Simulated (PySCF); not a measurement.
## Property card for `C1CCCCC1` (cyclohexane)

Cyclohexane, C6H12.
Atom-mapped SMILES: `[CH2:1]1[CH2:2][CH2:3][CH2:4][CH2:5][CH2:6]1` (hydrogens: H7, H8 on C1; H9, H10 on C2; H11, H12 on C3; H13, H14 on C4; H15, H16 on C5; H17, H18 on C6)

PBE0-D3(BJ)/def2-TZVP geometry optimisation, gas phase (PySCF):

```yaml
Point_group: D3d
Rotational_constants_A_B_C: 4.358, 4.355, 2.490 GHz
```

From B97-2/pcSseg-2 ground state and GIAO shieldings, non-relativistic (PySCF):

```yaml
Dipole_moment: 0.00 D
HOMO_energy: -8.07 eV
LUMO_energy: 0.74 eV
HOMO–LUMO_gap: 8.81 eV
13C_chemical_shifts_computed_TMS_as_zero_by_class: 31.2 (C1/C2/C3/C4/C5/C6) ppm
1H_chemical_shifts_computed_TMS_as_zero_by_class: 1.47 (H7/H8/H9/H10/H11/H12/H13/H14/H15/H16/H17/H18) ppm
```

Monoisotopic mass from the formula: 84.0939 u.

The rotational constants are those of an oblate symmetric top; the small spread among constants that symmetry makes equal is optimisation noise. Point group D3d forbids a permanent dipole, so the rigid molecule has no electric-dipole pure rotational spectrum. With B = h/(8π²I), that is 505.379 GHz u Å² over I, the principal moments of inertia are 116.0, 116.0 and 203.0 u Å² (most abundant isotopes).

One conformer (not necessarily the lowest) at the PBE0-D3(BJ)/def2-TZVP geometry, without solvent or vibrations. NMR classes are plain means over equivalent atoms (diastereotopic ones count apart unless rotation or inversion swaps them), as if these changed places fast; in this geometry the members of some classes differ.

For the geometry optimisation (PBE0-D3(BJ)/def2-TZVP), time: 2.3 min wall, 5.9 min CPU; peak memory 1.6 GiB. Hardware: AMD EPYC 7B13, 2 threads, on a shared host.
